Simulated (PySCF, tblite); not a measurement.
**Complex of fluoride and 4 × ammonia**

A gas-phase complex of fluoride and 4 × ammonia; charge -1, singlet. The structure comes from a short search (6 tight-binding starts) and was relaxed by PBE0-D3(BJ)/def2-SVPD; another way of binding may lie lower. No frequency run checks that it is a minimum.

```csv
part,name,SMILES,atoms,charge,multiplicity
1,fluoride,[F-],1,-1,1
2,ammonia,N,2–5,0,1
3,ammonia,N,6–9,0,1
4,ammonia,N,10–13,0,1
5,ammonia,N,14–17,0,1
```

Coordinates in Å:
```
F1      0.569    0.030    1.363
N2      1.808    2.117   -0.071
H3      2.111    1.520   -0.840
H4      1.146    2.776   -0.471
H5      1.260    1.473    0.530
N6      3.248    0.291    2.237
H7      3.316    0.562    3.214
H8      2.252    0.057    2.072
H9      3.364    1.154    1.705
N10    -2.020   -0.809    0.901
H11    -1.898   -1.451    0.119
H12    -1.053   -0.508    1.154
H13    -2.454    0.016    0.493
N14     2.266   -1.088   -0.607
H15     1.514   -0.749    0.021
H16     3.103   -0.992   -0.032
H17     2.119   -2.090   -0.705
```

Contacts between parts, classed by geometry: H12···F1 1.722 Å (hydrogen bond, 173°); H5···F1 1.804 Å (hydrogen bond, 165°); H15···F1 1.817 Å (hydrogen bond, 165°); H8···F1 1.826 Å (hydrogen bond, 162°).

Interaction energies are complex less parts, with the parts frozen as they stand in it; counterpoise-corrected, in kcal/mol (PySCF).

(1) How strongly do the parts interact, level by level?

(2) What holds them together? Decompose the wB97M-D3(BJ)/def2-SVPD energy: frozen parts, their antisymmetrised product, then relaxation.

The parts were also relaxed and run alone, at the levels used for the complex: shieldings by PBE0/aug-pcSseg-1; core levels by delta-SCF with SCAN, aug-pcX-2 on the ionised atom and aug-pcseg-1 elsewhere, spin-free X2C.

(3) How do these values change when the complex forms?

Answers

(1) 
| level | interaction | superposition error removed |
| --- | --- | --- |
| wB97M-D3(BJ)/def2-SVPD | -53.24 | -3.90 |
| PBE0-D3(BJ)/def2-SVPD | -54.91 | -3.73 |

(2) electrostatic -79.0, Pauli repulsion +67.2, orbital relaxation -40.4, dispersion correction -4.9 kcal/mol, which sum to the value before the counterpoise correction; the Pauli term holds the exchange-correlation of the frozen density too. Of the attraction, 64 % is electrostatic, 33 % is orbital relaxation, 4 % is dispersion correction.

(3) 
```json
{"property": "N10–H12 bond (Å)", "alone": "1.016", "in the complex": "1.044", "change": "+0.029"}
{"property": "shielding of H12 (ppm)", "alone": "31.35", "in the complex": "24.34", "change": "-7.00"}
{"property": "shielding of F1 (ppm)", "alone": "479.6", "in the complex": "297.0", "change": "-182.6"}
{"property": "shielding of H5 (ppm)", "alone": "31.35", "in the complex": "25.40", "change": "-5.94"}
{"property": "shielding of N10 (ppm)", "alone": "258.5", "in the complex": "253.3", "change": "-5.2"}
{"property": "F1 1s core level (eV)", "alone": "680.05", "in the complex": "683.05", "change": "+3.01"}
{"property": "N2 1s core level (eV)", "alone": "405.54", "in the complex": "400.33", "change": "-5.21"}
{"property": "N10 1s core level (eV)", "alone": "405.54", "in the complex": "400.45", "change": "-5.09"}
```
